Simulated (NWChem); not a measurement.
## Total energies of water (H2O)

SMILES: O
```xyz
3

O      0.0000     0.0000     0.1226
H      0.7577     0.0000    -0.4905
H     -0.7577     0.0000    -0.4905
```
Charge 0, spin multiplicity 1.

Everything below was run with NWChem. The geometry was optimised at PBE/def2-SVP, a minimum by its harmonic frequencies.

Basis set: cc-pVQZ (115 functions).

```
method   total energy (Ha)  relative cost
-------  -----------------  -------------
RHF              -76.06279              1
MP2              -76.34708        under 3
B2PLYP           -76.42167        under 3
PBE              -76.38316        under 3
B3LYP            -76.46915        under 3
PBE0             -76.38292        under 3
CCSD(T)          -76.35924             60
```

Total energies of different functionals aren't comparable as a measure of quality: only differences taken within one method are. The cost column gives rough processor time relative to RHF; each entry includes its own SCF.

The correlated methods keep 1 core orbital frozen. B3LYP has NWChem's definition, with VWN1-RPA local correlation. Coupled-cluster values serve here as a point of comparison, not as the truth.
